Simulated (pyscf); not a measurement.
Thermochemistry of product channels of AsH₃ + GaH [singlet] on the singlet surface, in kJ/mol, from ωB97M-D3(BJ)/def2-TZVP energies (ideal gas, 1 atm, RRHO with modes under 100 cm⁻¹ raised to 100, one conformer, R ln 2 for chiral ones without a mode under 150 cm⁻¹). Structures and frequencies: ωB97X-D3(BJ)/def2-SVP in PySCF.

```json
[
 {"products": "Ga–AsH₂ [singlet] + hydrogen (H₂)", "ΔE": "___", "ΔH(298 K)": "-58.2", "ΔG(298 K)": "-57.2", "ΔG(900 K)": "-60.3"},
 {"products": "HGa=AsH + hydrogen (H₂)", "ΔE": "___", "ΔH(298 K)": "-10.1", "ΔG(298 K)": "-7.2", "ΔG(900 K)": "-7.5"}
]
```

Q: Some entries are withheld; supply them.

A: 
- Ga–AsH₂ [singlet] + hydrogen (H₂), ΔE: -57.0
- HGa=AsH + hydrogen (H₂), ΔE: -5.7

These are energies of the channels, which say nothing of barriers. Elements up to Kr have no core potential and no relativistic terms here.
